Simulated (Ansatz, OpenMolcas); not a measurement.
## A ladder of methods for BN (SMILES B#N)

BN has 2 atoms, charge 0, and is taken as a triplet. SMILES: `B#N`. The coordinates come from a GFN2-xTB relaxation.

```xyz
2

B     0.0000    0.0000    0.0000
N     0.0000    0.0000    1.2684
```

Each level gives the energy change with the B1–N2 bond stretched from 1.268 to 1.903 Å (eV). The values are calculated.

```json
{"level": "UHF/6-31G", "kind": "Hartree–Fock", "program": "Ansatz", "value (eV)": "1.09"}
{"level": "USVWN5/6-31G", "kind": "LDA", "program": "Ansatz", "value (eV)": "2.32"}
{"level": "U-r2SCAN/6-31G", "kind": "meta-GGA", "program": "Ansatz", "value (eV)": "2.08"}
{"level": "UB3LYP/6-31G", "kind": "global hybrid", "program": "Ansatz", "value (eV)": "1.89"}
{"level": "UHSE06/6-31G", "kind": "range-separated hybrid", "program": "Ansatz", "value (eV)": "1.95"}
{"level": "UB2PLYP/6-31G", "kind": "double hybrid", "program": "Ansatz", "value (eV)": "1.92"}
{"level": "UMP2/6-31G", "kind": "perturbation theory", "program": "Ansatz", "value (eV)": "2.15"}
{"level": "UCCSDT/6-31G", "kind": "coupled cluster or CI", "program": "Ansatz", "value (eV)": "1.52"}
{"level": "FCI/STO-3G", "kind": "exact in the basis", "program": "OpenMolcas", "value (eV)": "2.02"}
```

The first shape isn't each level's own minimum. The values span 1.09 to 2.32 eV. Spin contamination of the reference (⟨S²⟩ at least 0.1 too high) touches UHF/6-31G, U-r2SCAN/6-31G, UMP2/6-31G, UCCSDT/6-31G. The coupled-cluster rows rest on a doubtful reference here (large T1 or Brueckner and Hartree–Fock orbitals at odds), and rows may lie in different states. All rows use very small basis sets, so none should be taken for the real molecule's value.
